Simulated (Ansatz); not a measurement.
System: fluorite CeO2. Method: RPBE in Ansatz (plane waves, PAW).

Run with plane-wave cutoff 520 eV, 12×12×12 k mesh, Fermi–Dirac smearing 0.01 eV, no spin polarisation, scalar-relativistic PAW data made under PBE.

Pressure at four volumes; x = ln(V/13.911 Å³). One pressure is withheld.

| V (Å³/atom) | x | P (GPa) |
|---|---|---|
| 13.076 | -0.0619 | 11.39 |
| 13.911 | 0.0000 | -0.01 |
| 14.467 | 0.0392 | -5.76 |
| 14.745 | 0.0582 | ? |

Pass a parabola P(x) through the three rows shown, estimate the bulk modulus and its pressure derivative near zero pressure, and predict the withheld pressure.

Slopes between the rows: (-0.01 − (11.39))/(0.0000 − (-0.0619)) = -184.17 and (-5.76 − (-0.01))/(0.0392 − (0.0000)) = -146.68 GPa. Their difference over the span 0.1011 is c = 37.49/0.1011 = 370.8 GPa, so P(x) = 11.39 + (-184.17)(x − (-0.0619)) + 370.8 (x − (-0.0619))(x − (0.0000)). At the middle row B = −dP/dx = −[-184.17 + 370.8 × 0.0619] = 161.2 GPa, and B′ = dB/dP = 2c/B = 4.6. At x = 0.0582 the parabola gives -8.14 GPa; the run gives -8.20 GPa. The Birch–Murnaghan fit to the energies at all volumes has B0 = 160 GPa and B′ = 4.5.

Measured, for comparison: bulk modulus 220 ± 9 GPa (room temperature, no zero-point or thermal correction, our sources range from 220 to 230; as tabulated in High Pressure Brillouin Spectroscopy and X-ray Diffraction of Cerium Dioxide …). Computed (rounded) less measured: bulk modulus -27 % (-27 % to -30 % over the range).

Spin–orbit coupling is not included.

Ansatz is a quantum-chemistry and plane-wave program.
